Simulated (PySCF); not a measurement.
Start geometry of `P` (PH3) from GFN2-xTB (Å):
```
atom  x, y, z in Å
P1     0.0189   -0.0221    0.5746
H2    -0.5643    1.0041   -0.2078
H3     1.1381   -0.0186   -0.1982
H4    -0.5547   -0.9887   -0.2016
```

**Question.** What comes out of this run: PBE0-D3(BJ)/def2-SVP geometry optimisation, gas phase (PySCF)?

**Answer.** 
```
atom  x, y, z in Å
P1     0.0256   -0.0410    0.4763
H2    -0.5990    1.0211   -0.2472
H3     1.1993   -0.0042   -0.3374
H4    -0.5896   -1.0495   -0.3272
```

The energy falls by 10.7 kJ/mol over 4 energy and gradient evaluations, the largest force component goes from 0.0323 to 7.8e-05 Eh/bohr, and the atoms move by 0.051 Å rms after alignment. The bond that changes most is P1–H3 (phosphine phosphorus to P–H hydrogen), which lengthens by 0.069 Å. Bonds longer at the end by more than 0.005 Å: 3 of 3; shorter: 0. Rotational constants go from 141521, 137137, 127936 to 131470, 131450, 116795 MHz. The orientation of the end geometry is arbitrary; only internal coordinates are fixed.

The run used 33 basis functions and 22 SCF cycles in all. Time: 1.7 s of wall time; peak memory 0.25 GiB. Hardware: Intel Xeon Platinum 8259CL at 2.50 GHz, one thread, shared host with 96 logical CPUs at a one-minute load of 47.

PBE0-D3(BJ)/def2-SVP frequencies: not computed here.
